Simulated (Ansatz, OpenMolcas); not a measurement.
# NOF (SMILES O=NF): from total energies to a heat of formation

NOF: 3 atoms, total charge 0, spin state singlet. As SMILES, `O=NF`. The coordinates come from a PBE0-D4/def2-TZVP relaxation.

```xyz
3

O     0.8683    0.2430    0.5047
N     0.1489   -0.4825    0.0299
F    -1.0173    0.2396   -0.5346
```

Total energies at PBE0/def2-TZVPP (OpenMolcas 26.06); the atoms run unrestricted:

| species | state | energy (Eh) |
| --- | --- | --- |
| NOF | singlet | -229.581295 |
| O | triplet | -75.018601 |
| N | quartet | -54.543820 |
| F | doublet | -99.676176 |

Harmonic wavenumbers at PBE0-D4/def2-TZVP, in cm⁻¹: 560, 824, 1969.

Measured heats of formation of the gaseous atoms at 298.15 K, in kJ/mol: O 249.2, N 472.4, F 79.4. Spin-orbit lowering of the atoms at 298 K (mean of the ground term's levels less their thermal mean, from spectra), in kJ/mol: O 0.40, F 1.29. Take 1 Eh = 2625.50 kJ/mol, 1 cm⁻¹ = 0.0119627 kJ/mol, RT = 2.479 kJ/mol.

What heat of formation follows?


1. Electronic atomisation energy: (-75.018601) + (-54.543820) + (-99.676176) − (-229.581295) = 0.342698 Eh = 899.8 kJ/mol.
2. Zero-point energy: half the sum of the wavenumbers, 1676.5 cm⁻¹ = 20.1 kJ/mol.
3. Thermal vibrational enthalpy, Σ hcν̃/(exp(hcν̃/kT) − 1): 0.7 kJ/mol. Translation, rotation and pV of a non-linear molecule: 4 RT = 9.9 kJ/mol.
4. The 3 free atoms carry 5/2 RT each: 18.6 kJ/mol.
5. Spin-orbit coupling lowers the free atoms by 0.40 + 1.29 = 1.7 kJ/mol.
6. Atomisation enthalpy at 298 K: 899.8 − 1.7 − 20.1 − 0.7 − 9.9 + 18.6 = 886.0 kJ/mol.
7. Sum of the atoms' heats of formation: 801.0 kJ/mol. Heat of formation: 801.0 − 886.0 = -85.0 kJ/mol.

No measured value is set beside it here. Anharmonicity and any spin-orbit splitting of the molecule are left out.
